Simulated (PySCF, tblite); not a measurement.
**C4H8S2+ (doublet): geometry, infrared bands and EPR parameters**

What infrared bands and EPR parameters should C4H8S2+ (doublet) (`CC[S+]C(C)=S`) show?

The runs use tblite 0.8.0 and PySCF 2.14.0, with density-fitted response routines of our own; the level of theory stands in each step. All values are computed, except where a source is named. Atoms are numbered from 0 throughout.

## 1. The molecule as given

14 atoms, charge 1, multiplicity 2; geometry from: force field or distance geometry start.

Bonds of the start (Å): C0–C1 1.50, C1–S2 1.80, S2–C3 1.79, C3–C4 1.51, C3–S5 1.45, C0–H6 1.12, C0–H7 1.13, C0–H8 1.09, C1–H9 1.14, C1–H10 1.10, C4–H11 1.11, C4–H12 1.12, C4–H13 1.10.

## 2. Geometry optimisation with GFN2-xTB

What the job is given:

```
{"job": {"kind": "relax", "xc": "GFN2-xTB", "basis": "xTB"}, "charge": 1, "multiplicity": 2}
C     -2.203900     0.314100     0.651400
C     -1.401000    -0.950700     0.609700
S      0.343300    -0.762400     1.011100
C      1.274200     0.199400    -0.182400
C      2.749400     0.415100     0.070500
S      0.664400     0.762400    -1.368800
H     -2.152300     0.894100    -0.299700
H     -3.270400    -0.032400     0.794900
H     -1.948500     0.897300     1.533500
H     -1.829400    -1.592200     1.449800
H     -1.592700    -1.535600    -0.304400
H      2.978800     1.498500     0.143500
H      3.297200     0.015700    -0.816900
H      3.090200    -0.123800     0.965500
```

Started as:

```
OMP_NUM_THREADS=1 python probes_run.py task.json out
```

The driver reads the jobs from task.json and runs them one after another.

What it wrote:

```text
step      E/eV     max force
  0    -505.97058   12.035
  1    -506.79739    3.808
  2    -506.98197    2.137
  3    -507.08634    0.974
  4    -507.10760    0.487
  5    -507.14843    0.446
  6    -507.17153    0.455
  7    -507.18492    0.368
  8    -507.20022    0.389
  9    -507.21480    0.377
 10    -507.22800    0.335
 11    -507.23681    0.293
 12    -507.24364    0.209
 13    -507.25142    0.392
 14    -507.25954    0.413
 15    -507.26552    0.231
 16    -507.26908    0.179
 17    -507.27181    0.155
 18    -507.27480    0.225
 19    -507.27788    0.190
 20    -507.28060    0.181
 21    -507.28324    0.182
 22    -507.28664    0.185
 23    -507.29115    0.239
 24    -507.29592    0.196
 25    -507.29963    0.172
 26    -507.30208    0.115
 27    -507.30380    0.106
 28    -507.30548    0.092
 29    -507.30727    0.117
 30    -507.30898    0.112
 31    -507.31044    0.105
 32    -507.31175    0.078
 33    -507.31304    0.090
 34    -507.31433    0.083
 35    -507.31551    0.080
 36    -507.31636    0.070
 37    -507.31690    0.072
 38    -507.31734    0.064
 39    -507.31784    0.072
 40    -507.31840    0.066
 41    -507.31892    0.073
 42    -507.31937    0.065
 43    -507.31984    0.075
 44    -507.32040    0.075
 45    -507.32100    0.059
 46    -507.32144    0.047
 47    -507.32169    0.037
 48    -507.32184    0.032
 49    -507.32199    0.029
 50    -507.32213    0.030
 51    -507.32223    0.032
 52    -507.32229    0.022
 53    -507.32232    0.015
 54    -507.32236    0.015
 55    -507.32241    0.025
 56    -507.32245    0.026
 57    -507.32248    0.017
 58    -507.32250    0.012
 59    -507.32253    0.018
 60    -507.32257    0.024
 61    -507.32261    0.024
 62    -507.32266    0.019
 63    -507.32270    0.017
 64    -507.32275    0.024
 65    -507.32284    0.037
 66    -507.32298    0.046
 67    -507.32313    0.038
 68    -507.32322    0.017
 69    -507.32325    0.009
```

Run time: 0.73 s. Hardware: 1 thread of Arm Neoverse N1, shared host.

Relaxation path: (not every step is listed)

```tsv
step	energy from step 0 (eV)	largest force (eV/Å)
0	0.0000	12.0352
1	-0.8268	3.8078
2	-1.0114	2.1371
3	-1.1158	0.9743
4	-1.1370	0.4867
5	-1.1779	0.4455
6	-1.2010	0.4549
7	-1.2143	0.3681
8	-1.2296	0.3895
13	-1.2808	0.3924
18	-1.3042	0.2247
23	-1.3206	0.2393
28	-1.3349	0.0920
33	-1.3425	0.0899
38	-1.3468	0.0642
43	-1.3493	0.0755
48	-1.3513	0.0318
53	-1.3517	0.0148
58	-1.3519	0.0117
63	-1.3521	0.0171
64	-1.3522	0.0235
65	-1.3523	0.0367
66	-1.3524	0.0459
67	-1.3526	0.0382
68	-1.3526	0.0172
69	-1.3527	0.0085
```

Distances of close pairs at the start and the end, largest changes first:

```tsv
bond	before (Å)	after (Å)	change (Å)
C3–S5	1.448	1.658	+0.211
S2–C3	1.793	1.705	-0.088
C1–H9	1.141	1.093	-0.047
C0–H7	1.131	1.089	-0.042
C1–S2	1.800	1.826	+0.026
C4–H12	1.117	1.092	-0.025
C3–C4	1.512	1.488	-0.024
C4–H11	1.110	1.091	-0.019
```

The next job starts from the end point, and lists it.

## 3. Vibrational analysis with GFN2-xTB

What the job is given:

```
{"job": {"kind": "ir", "xc": "GFN2-xTB", "basis": "xTB"}, "charge": 1, "multiplicity": 2}
C     -2.082936     0.304208     0.604199
C     -1.326936    -0.997087     0.689841
S      0.434668    -0.813618     1.133493
C      1.117493     0.187584    -0.066258
C      2.589872     0.371538     0.047634
S      0.285602     0.951013    -1.280944
H     -1.710990     0.902299    -0.243608
H     -3.137630     0.109092     0.418373
H     -1.982787     0.897848     1.510361
H     -1.723771    -1.621227     1.494748
H     -1.374089    -1.559620    -0.243372
H      2.842957     1.430740     0.113417
H      3.088671    -0.017665    -0.842196
H      2.979199    -0.145579     0.922172
```

What it wrote:

```text
mode    cm-1     km/mol
  1      51.5      4.51
  2      86.6      4.35
  3     116.0      3.73
  4     179.4      5.16
  5     250.8      3.30
  6     267.0      1.08
  7     296.2      0.90
  8     391.5      0.27
  9     396.4      1.26
 10     600.3      1.64
 11     667.2      3.55
 12     769.0      7.56
 13     874.1     16.75
 14     971.1      4.13
 15     975.2     10.56
 16    1003.8      9.82
 17    1059.8     31.71
 18    1074.2      7.85
 19    1132.9     33.91
 20    1166.7     16.85
 21    1230.8      1.70
 22    1365.1     67.94
 23    1373.1     17.22
 24    1386.7     18.70
 25    1397.7     22.16
 26    1407.5     22.93
 27    1424.3     11.66
 28    1428.7      4.39
 29    2827.7    199.77
 30    2973.8     16.40
 31    2987.3      8.31
 32    2990.0      5.19
 33    3008.6     23.56
 34    3036.8     19.99
 35    3042.8      7.43
 36    3046.2      2.87
```

Wall time 0.7 s (1 thread of Arm Neoverse N1, shared host).

The strongest bands and the atoms that carry them (share of the mass-weighted mode):

```tsv
cm⁻¹	km/mol	atoms
1060	31.7	C3 39 %, C4 22 %, H11 16 %, H13 11 %
1133	33.9	C3 59 %, C4 20 %, H13 14 %
1365	67.9	H12 39 %, H11 38 %, C4 11 %, H13 11 %
1398	22.2	H6 28 %, H9 20 %, H10 19 %, H8 17 %
1408	22.9	H13 52 %, H12 24 %, H11 18 %
2828	199.8	H6 93 %
3009	23.6	H11 70 %, H12 25 %
3037	20.0	H7 90 %
```

## 4. g tensor and hyperfine couplings: B3LYP/pcH-1

Same as in step 3 but for these lines:

```diff
@@ -1,2 +1,2 @@
-{"job": {"kind": "ir", "xc": "GFN2-xTB", "basis": "xTB"}, "charge": 1, "multiplicity": 2}
+{"job": {"kind": "epr", "basis": "pcH-1"}, "charge": 1, "multiplicity": 2}
 C     -2.082936     0.304208     0.604199
```

Method: UKS B3LYP, pcH-1 on C H S, non-relativistic, mean-field spin-orbit, GIAO.

What it wrote:

```text
UKS, coarse grid
  cycle   1  E = -953.29247120  |g| = 3.35e-01
  cycle   2  E = -953.23416538  |g| = 4.50e-01
  cycle   3  E = -953.33401663  |g| = 1.11e-01
  cycle   4  E = -953.33937204  |g| = 5.06e-02
  cycle   5  E = -953.34072559  |g| = 7.69e-03
  cycle   6  E = -953.34075899  |g| = 4.45e-03
  cycle   7  E = -953.34077198  |g| = 1.35e-03
  cycle   8  E = -953.34077491  |g| = 8.49e-04
UKS, final grid
  cycle   1  E = -953.34076376  |g| = 1.51e-03
  cycle   2  E = -953.34076040  |g| = 2.89e-03
  cycle   3  E = -953.34076567  |g| = 2.11e-04
  cycle   4  E = -953.34076585  |g| = 1.53e-04
  cycle   5  E = -953.34076612  |g| = 5.87e-05
  cycle   6  E = -953.34076613  |g| = 2.83e-05
  cycle   7  E = -953.34076613  |g| = 2.22e-05
E = -953.34076613 Eh   <S^2> = 0.7551 (exact 0.7500)
g shifts (ppm)      1          2          3
  rmc          -248       -248       -248
  gc             -8         51         38
  oz_so         676      17125      40396
  total         421      16928      40188
hyperfine (MHz)  atom isotope    a_iso     a_fc   dipolar eigenvalues
    0   13C      18.58      18.58     -8.99     -8.54     17.53
    1   13C      -0.42      -0.42     -1.09     -0.58      1.67
    2   33S      -4.69      -4.69     -9.70     -5.28     14.98
    3   13C     -25.81     -25.81     -7.18      2.47      4.71
    4   13C      31.43      31.43     -4.79     -4.34      9.13
    5   33S      23.43      23.43    -91.97    -80.70    172.67
    6    1H      53.52      53.52    -15.43     -8.30     23.74
    7    1H       7.84       7.84     -4.55     -1.07      5.62
    8    1H       3.26       3.26     -4.48     -0.44      4.92
    9    1H      12.59      12.59     -1.66     -1.00      2.66
   10    1H      -0.91      -0.91     -2.62     -1.97      4.59
   11    1H      -5.20      -5.20     -4.07     -1.64      5.71
   12    1H      -6.15      -6.15     -4.08     -1.76      5.85
   13    1H      20.07      20.07     -2.91     -1.11      4.02
```

Wall time 1.7 min (1 thread of Arm Neoverse N1, shared host); peak memory 0.88 GiB.

Principal g values 2.00274, 2.01925, 2.04251; g(iso) = 2.02150, against 2.00232 for a free electron. They are not to be trusted: the run shows a large g shift, which the driver flags as unsure.

Hyperfine couplings; where a row names several nuclei, a(iso) is their mean (it holds for fast rotation or exchange) and the dipolar term the largest among them:

```tsv
nuclei	isotope	a(iso) (MHz)	a(iso) (G, at g = 2.0023)	largest dipolar term (MHz)
C4	13C	31.4	11.2	9.1
C3	13C	-25.8	-9.2	-7.2
S5	33S	23.4	8.4	172.7
H6, H7, H8	1H	21.5	7.7	23.7
C0	13C	18.6	6.6	17.5
H9, H10	1H	5.8	2.1	4.6
S2	33S	-4.7	-1.7	15.0
H11, H12, H13	1H	2.9	1.0	5.8
C1	13C	-0.4	-0.1	1.7
```

Mulliken spin populations:

C0 0.07; C1 0.00; S2 0.04; C3 -0.05; C4 0.03; S5 0.91; H6 -0.01; H7 0.00; H8 0.00; H9 0.00; H10 0.00; H11 0.00; H12 0.00; H13 0.01

The fields below are evaluated on a grid from the run's orbitals.

ELF in a plane through or near 7 of the atoms.

Values, 10 rows by 14 columns:
```
0.00 0.00 0.00 0.00 0.00 0.00 0.00 0.00 0.00 0.00 0.00 0.00 0.00 0.00
0.00 0.00 0.00 0.00 0.00 0.16 0.26 0.09 0.00 0.00 0.00 0.00 0.00 0.00
0.00 0.00 0.00 0.01 0.01 0.56 0.79 0.36 0.11 0.33 0.02 0.01 0.00 0.00
0.00 0.00 0.40 0.95 0.14 0.29 0.67 0.22 0.83 0.79 0.43 0.70 0.02 0.00
0.00 0.00 0.34 0.97 0.66 0.56 0.55 0.04 0.39 0.56 0.93 0.98 0.11 0.00
0.00 0.00 0.09 0.76 0.68 0.48 0.77 0.60 0.51 0.77 0.18 0.16 0.00 0.00
0.00 0.00 0.24 0.98 0.82 0.27 0.35 0.18 0.53 0.97 0.73 0.00 0.00 0.00
0.00 0.00 0.01 0.42 0.02 0.56 0.95 0.78 0.06 0.98 0.97 0.01 0.00 0.00
0.00 0.00 0.00 0.00 0.00 0.14 0.41 0.18 0.00 0.11 0.02 0.00 0.00 0.00
0.00 0.00 0.00 0.00 0.00 0.00 0.00 0.00 0.00 0.00 0.00 0.00 0.00 0.00
```
The map spans 11.6 Å across and 8.5 Å up, centred on the molecule. Atoms in the plane (x, y in Å): C0 (2.0, 0.5), S2 (-0.2, -1.2), C3 (-1.2, 0.1), C4 (-2.6, 0.0), H6 (1.5, 1.4), H7 (3.1, 0.6), H9 (2.1, -1.6).

On the surface of density 0.002 e/bohr³ the electrostatic potential runs, from the 1st to the 99th percentile, from 3.93 to 5.38 V.

The spin density lies nearest to S5 76 %; H6 6 %.

## 5. Results

```
                                 quantity                                            value
strongest single infrared mode (GFN2-xTB)                            2828 cm⁻¹, 200 km/mol
             zero-point energy (GFN2-xTB)                                    67.6 kcal/mol
                           g(iso) (B3LYP)                                          2.02150
                                     ⟨S²⟩                               0.755 (exact 0.75)
       largest a(iso) (averaged by class)                              13C on C4, 31.4 MHz
            property runs in this session  1, of which 0 failed and 1 gave unsound results
```

Relaxing lowered the energy by 1.353 eV in 69 steps; the close pair that moved most is C3–S5, from 1.448 to 1.658 Å. All 36 modes are real, so the xTB geometry is a minimum. The strongest single mode, at 2828 cm⁻¹, moves mainly H6. Unscaled tight-binding wavenumbers are off by several per cent, some by more. Its intensities can rank the bands wrongly. S5 carries the largest spin population, 0.91 e. The isotropic g lies 19.2 ppt above the free-electron value. These values are not to be trusted: the run shows a large g shift, which the driver flags as unsure.
